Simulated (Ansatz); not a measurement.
We consider trigonal Se, described by PBEsol (plane waves, PAW; Ansatz, a program for electronic structure).

Run with plane-wave cutoff 520 eV, 12×12×8 k mesh (along the axes of the cell as run), scalar-relativistic PAW data made under PBE.

Cell (relaxed at this level):

```
CELL_PARAMETERS angstrom
      4.03838     0.00000     0.00000
     -2.01919     3.49734     0.00000
      0.00000     0.00000     5.12145
ATOMIC_POSITIONS crystal
  Se 0.00000 0.24872 0.66667
  Se 0.75128 0.75128 0.00000
  Se 0.24872 0.00000 0.33333
```

### Question
Give the computed Young modulus, elastic constant C12, Voigt–Reuss–Hill bulk modulus, elastic constant C33, elastic constant C66, elastic constant C11, elastic constant C13 and elastic constant C44.

### Answer

- Young modulus: 47.0 GPa
- elastic constant C12: 10.1 GPa
- Voigt–Reuss–Hill bulk modulus: 28.4 GPa
- elastic constant C33: 103 GPa
- elastic constant C66: 12.9 GPa
- elastic constant C11: 35.9 GPa
- elastic constant C13: 28.2 GPa
- elastic constant C44: 37.6 GPa

Note: the cell comes from a level without a dispersion term, which matters for the spacing of layers, chains or molecules.

Elastic constants are with the ions relaxed.
